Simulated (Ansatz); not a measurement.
The first iterations of a band of H2O + H6Si2 (11 atoms, charge 0, multiplicity 1).

Computed with Ansatz 0.2.0, RHF/6-31G*.

| Quantity | Value |
| --- | --- |
| movable images | 9 |
| climbing image | yes |
| spring | 5.0 eV/Å² |
| optimiser | quadratic models (default) |
| start path | through a guess of the saddle point |
| force threshold | 0.05 eV/Å |
| iteration limit | 60 |
| end points | relaxed |

First end point:

```xyz
11
Properties=species:S:1:pos:R:3
Si 0.417 -0.188 0.099
Si 0.331 0.010 2.444
H -0.460 -1.082 3.043
H 1.702 -0.075 3.001
H -0.235 1.312 2.849
H 1.821 -0.272 -0.365
H -0.197 0.980 -0.570
H -0.273 -1.411 -0.366
O -2.676 0.076 1.145
H -3.018 0.750 0.572
H -3.101 -0.729 0.882
```

Last end point:

```xyz
11
Properties=species:S:1:pos:R:3
Si -0.465 0.066 -1.193
Si -0.214 -0.223 3.676
H -0.830 -0.838 4.866
H 1.000 -0.968 3.297
H 0.129 1.183 3.958
H 0.567 0.798 -0.428
H -0.478 0.537 -2.585
H -0.112 -1.369 -1.155
O -1.971 0.335 -0.582
H -2.138 0.118 0.324
H -1.178 -0.270 2.555
```

| iteration | highest image above the first end (eV) | largest band force component (eV/Å) |
| --- | --- | --- |
| 1 | 15.821 | 90.884 |
| 2 | 3.689 | 16.100 |
| 3 | 2.648 | 9.590 |
| 4 | 2.241 | 2.957 |
| 5 | 2.207 | 1.525 |
| 6 | 2.353 | 1.858 |
| 7 | 2.374 | 1.776 |
| 8 | 2.360 | 0.585 |
| 9 | 2.454 | 0.762 |
| 10 | 2.426 | 0.979 |
| 11 | 2.764 | 1.366 |

Task: Does the band converge within its limit, and where does its top end?

Result: It converged. It ended after 33 iterations with the highest image 2.612 eV above the first end. Neighbouring images differ by up to 3.4 eV, so the band resolves the path poorly. A vibrational analysis at the climbing image gives one clearly imaginary mode, 394i cm⁻¹: a first-order saddle point. The orbitals stay closed-shell, which can raise the energy where a bond breaks towards radicals; this wasn't checked here.

Run time: 6 min on 1 thread of Arm Neoverse V1, with other jobs on the host, peak memory 0.12 GiB.
